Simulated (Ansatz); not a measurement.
OSi, SMILES `[O+]#[Si-]` (excited triplet) (charge 0, multiplicity 3). This triplet is an excited state, 3.87 eV above the relaxed singlet at the level frozen-core full CI/6-31g // B3LYP-D3(BJ)/def2-TZVP (Ansatz, a first-principles code).

Cartesian coordinates (Å):
```xyz
2

O      0.7870     0.0000     0.0000
Si    -0.7870     0.0000     0.0000
```
Charge 0, spin multiplicity 3.

Frozen-core energies in cc-pVTZ from Ansatz at a geometry from B3LYP-D3(BJ)/def2-TZVP; the HF reference has <S^2> = 2.05 and the T1 diagnostic is 0.053.

```tsv
level	energy (Ha)	difference from CCSDT(Q) (mHa)
HF	-363.71175	333.54
MP2	-364.00725	38.05
CCSD	-364.02549	19.80
CCSD(T)	-364.04156	3.73
CCSDT	-364.04330	1.99
CCSDT(Q)	-364.04529	0.00
```
